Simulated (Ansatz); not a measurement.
The input, for Ansatz 0.2.0:

```yaml
crystal:
  periodic: [false, false, false]
  atoms:
    - {symbol: N, position_ang: [-1.081428, -0.018366, -0.028586]}
    - {symbol: H, position_ang: [-1.378707, 0.949467, -0.028586]}
    - {symbol: H, position_ang: [-1.378707, -0.420665, 0.851673]}
    - {symbol: H, position_ang: [0.184572, -0.018366, -0.028587]}
    - {symbol: N, position_ang: [1.266572, -0.018365, -0.028587]}
basis:
  gaussian: {orbitals: cc-pVDZ}
magnetization: {spin_polarized: false, initial_magnetization: 3}
hamiltonian: {xc: hf}
output: {forces: true, orbitals: {seedname: orbitals}}
```

```sh
$ ansatz run in.yaml --threads 1 --pin off --events-out ev --progress --plain --max-ram 2393MiB
```

Q: Roughly how long does this take on 1 thread of Arm Neoverse V2, shared host, and how much host memory?

A: 0.37 s wall and 0.17 GiB.

```
404 factors; integrals over basis functions are off by at most 1.0e-3 eV
mean field evaluation 1: about -3004.3896 eV, gradient 2.4e1 eV
mean field evaluation 2: about -3004.4217 eV, gradient 2.4e1 eV
mean field evaluation 4: about -3006.3059 eV, gradient 2.2e0 eV
mean field evaluation 8: about -3006.3828 eV, gradient 5.9e-1 eV
mean field evaluation 16: about -3006.4008 eV, gradient 1.2e-5 eV
mean field evaluation 32: about -3002.3509 eV, gradient 2.8e1 eV
mean field evaluation 64: about -2991.4481 eV, gradient 2.8e1 eV
mean field -3006.40080138 eV, -110.4831916392 hartree, gradient 1.3e-5 eV, S^2 3.750000; 0 other end points of the search recorded, 0 dependent functions left out
the calculation of the forces begins
reference -3006.40080138 eV, -110.4831916392 hartree; 10, 7 occupied and 33, 36 virtual orbitals, 404 factors
Total energy: -3006.40080138 eV, -110.4831916392 hartree
Atom 0 at    -1.081428    -0.018366    -0.028586 Å, force    -2.794828    -0.381769    -0.594226 eV/Å
Atom 1 at    -1.378707     0.949467    -0.028586 Å, force     0.227974     0.125030     0.259011 eV/Å
Atom 2 at    -1.378707    -0.420665     0.851673 Å, force     0.227974     0.183603     0.221379 eV/Å
Atom 3 at     0.184572    -0.018366    -0.028587 Å, force     0.357902    -0.045242    -0.070419 eV/Å
Atom 4 at     1.266572    -0.018365    -0.028587 Å, force     1.980979     0.118378     0.184255 eV/Å
Dipole moment:    -0.453771     0.187819     0.292343 e Å
```

Forces (eV/Å):
```
N   -2.795 -0.382 -0.594
H    0.228  0.125  0.259
H    0.228  0.184  0.221
H    0.358 -0.045 -0.070
N    1.981  0.118  0.184
```
